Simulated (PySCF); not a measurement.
**Chlorine: a sound run and one with changed settings**

Sound run: Cl [Ne] 3s2 3p5, Cl⁺ [Ne] 3s2 3p4. All numbers are calculated (PySCF 2.14, the non-relativistic Hamiltonian (point nucleus), in aug-cc-pV(D+d)Z (5s4p3d, 32 functions)). In the sound run the correlated levels freeze [Ne]. The sound run starts from symmetry-adapted Hartree-Fock orbitals and uses a fine grid where one is needed.

Changed run: initial guess sap, at most 50 SCF cycles.

| species | method | sound run (hartree) | changed run (hartree) | converged |
| --- | --- | --- | --- | --- |
| Cl | UHF | -459.47306 | -459.47306 | yes |
| Cl | r2SCAN | -460.11101 | -460.11101 | yes |
| Cl | CCSD(T) | -459.61807 | -459.61807 | yes |
| Cl⁺ | M06-L | -459.65710 | -459.65710 | yes |
| Cl⁺ | MP2 | -459.13231 | -459.13231 | yes |

Here the plain start reaches the same solutions.
